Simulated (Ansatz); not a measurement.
Ansatz (a first-principles code) input (LC-wPBE/def2-TZVPD):

Ansatz 0.2 input:
```yaml
crystal:
  periodic: [false, false, false]
  atoms:
    - {symbol: Al, position_ang: [-0.08848961, 0.15669812, 0.36540634]}
    - {symbol: F, position_ang: [-1.32578174, -0.90602136, -0.15113852]}
    - {symbol: F, position_ang: [0.07325047, 1.39829894, -0.80050560]}
    - {symbol: F, position_ang: [1.38034959, -0.71861932, 0.42383495]}
basis:
  gaussian:
    orbitals: def2-TZVPD
hamiltonian:
  xc: {name: LC-wPBE}
total_charge: -1
magnetization: {spin_polarized: true, initial_magnetization: 1}
output: {forces: true}
```

Output:

```
Functional definition: LC-wPBE
integrals: 0.09 GiB planned
855 factors; their error is unknown
integrals: 0.12 GiB planned
278 factors; integrals over basis functions are off by at most 3.6e-5 eV
mean field: 0.80 GiB planned
mean field evaluation 1: about -14751.1172 eV, gradient 1.2e1 eV
mean field evaluation 2: about -14751.8212 eV, gradient 1.0e1 eV
mean field evaluation 4: about -14752.1652 eV, gradient 7.3e-1 eV
mean field evaluation 8: about -14752.1768 eV, gradient 7.8e-2 eV
mean field evaluation 16: about -14752.1769 eV, gradient 6.3e-5 eV
mean field -14752.17691818 eV, -542.1325023584 hartree, gradient 6.3e-5 eV, S^2 0.750711; 0 other end points of the search recorded, 0 dependent functions left out
the calculation of the forces begins
reference -14752.17691819 eV, -542.1325023588 hartree; 21, 20 occupied and 142, 143 virtual orbitals, 855 factors
Total energy: -14752.17691819 eV, -542.1325023588 hartree
Atom 0 at    -0.088490     0.156698     0.365406 Å, force     0.034076    -0.060117    -0.140323 eV/Å
Atom 1 at    -1.325782    -0.906021    -0.151139 Å, force     0.065297     0.066552     0.045358 eV/Å
Atom 2 at     0.073250     1.398299    -0.800506 Å, force    -0.013094    -0.062481     0.081758 eV/Å
Atom 3 at     1.380350    -0.718619     0.423835 Å, force    -0.086279     0.056046     0.013207 eV/Å
Dipole moment:     0.035090    -0.062135    -0.144895 e Å
```
